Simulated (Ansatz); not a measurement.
# C2H4O3: basis-set convergence

One table from this session's results is given with a row withheld; the runs are named, their logs left out.

The runs use Ansatz 0.2.0, Gaussian basis; one geometry, several basis sets.

Levels to be run: PBE0-D4/def2-SVP; ωB97M-V/def2-SVP; PBE0-D4/def2-QZVPP; ωB97M-V/def2-QZVPP; the functionals' def2-TZVPP values are taken from earlier runs.

## Structure used throughout

All runs share one geometry, relaxed beforehand with PBE0-D4 in a triple-zeta def2 set.

SMILES `O=COCO`, 9 atoms, charge 0, spin multiplicity 1.

Atoms are counted from 1 here; the program's logs count them from 0.

Bond lengths: O1–C2 1.201 Å, C2–O3 1.326 Å, C2–H6 1.099 Å, O3–C4 1.445 Å, C4–O5 1.371 Å, C4–H7 1.087 Å, C4–H8 1.094 Å, O5–H9 0.965 Å. Angles: O1–C2–O3 125.5°, O1–C2–H6 124.3°, O3–C2–H6 110.2°, C2–O3–C4 114.4°, O3–C4–O5 112.6°, O3–C4–H7 104.4°, O3–C4–H8 107.1°, O5–C4–H7 108.5°, O5–C4–H8 112.8°, H7–C4–H8 111.2°, C4–O5–H9 107.2°.

Set-up of the first run:

The input, in.yaml:

```yaml
crystal:
  periodic: [false, false, false]
  atoms:
    - {symbol: O, position_ang: [0.688045, 0.646453, 1.435400]}
    - {symbol: C, position_ang: [1.173758, 0.687683, 0.337570]}
    - {symbol: O, position_ang: [0.681964, 0.099241, -0.743904]}
    - {symbol: C, position_ang: [-0.519131, -0.669333, -0.510506]}
    - {symbol: O, position_ang: [-1.585380, 0.114318, -0.152084]}
    - {symbol: H, position_ang: [2.097585, 1.228247, 0.088409]}
    - {symbol: H, position_ang: [-0.736542, -1.128972, -1.471716]}
    - {symbol: H, position_ang: [-0.275952, -1.425180, 0.242737]}
    - {symbol: H, position_ang: [-1.435747, 0.401243, 0.756894]}
basis:
  gaussian: {orbitals: def2-SVP}
hamiltonian: {xc: pbe0, dispersion: d4}
output: {orbitals: {seedname: orbitals}}
```

The run is started by

```sh
> ansatz run in.yaml --threads 2 --pin off --events-out ev --progress --plain --max-ram 4352MiB
```

Steps of the session up to this table: PBE0-D4 in def2-SVP; ωB97M-V in def2-SVP; PBE0-D4 in def2-QZVPP; ωB97M-V in def2-QZVPP.

One table of the session follows, with a row left open; its other results are not shown here.

It belongs to the step «Functionals by basis». 

| functional | basis | HOMO (eV) | LUMO (eV) |
| --- | --- | --- | --- |
| PBE0-D4 | def2-SVP | -8.39 | -0.10 |
| PBE0-D4 | def2-TZVPP | -8.55 | -0.33 |
| PBE0-D4 | def2-QZVPP | -8.59 | -0.41 |
| ωB97M-V | def2-SVP | -10.80 | 2.30 |
| ωB97M-V | def2-TZVPP | -10.97 | 1.95 |
| ωB97M-V | def2-QZVPP | ? | ? |

**Question.** Estimate the row for ωB97M-V, def2-QZVPP.

**Answer.** HOMO (eV): -11.02; LUMO (eV): 1.75. In the column «HOMO (eV)» it is the lowest.
